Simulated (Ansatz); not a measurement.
Cartesian coordinates in Å:
```
C -0.551 -0.979 0.843
C -0.122 -0.209 -0.384
O 0.997 -0.864 -0.940
C 0.224 1.219 -0.039
F 0.634 1.877 -1.191
H 0.250 -0.992 1.585
H -1.442 -0.537 1.293
H -0.778 -2.011 0.571
H -0.947 -0.189 -1.113
H 1.321 -0.321 -1.665
H -0.640 1.755 0.366
H 1.053 1.252 0.674
```

Charge 0, multiplicity 1.

(1) List the CAM-B3LYP/def2-TZVPP orbital energies in eV (Ansatz). (Estimate.)

Results:

(1) The calculation gave: Occupied: -673.38, -522.49, -280.88, -280.40, -278.74, -34.90, -30.32, -23.68, -21.18, -18.54, -16.63, -15.91, -15.71, -14.61, -13.10, -12.81, -12.54, -12.00, -11.43, -10.93, -9.53. Lowest empty: 1.97, 2.43, 2.97, 3.23, 3.78, 4.21, 4.42, 4.98.
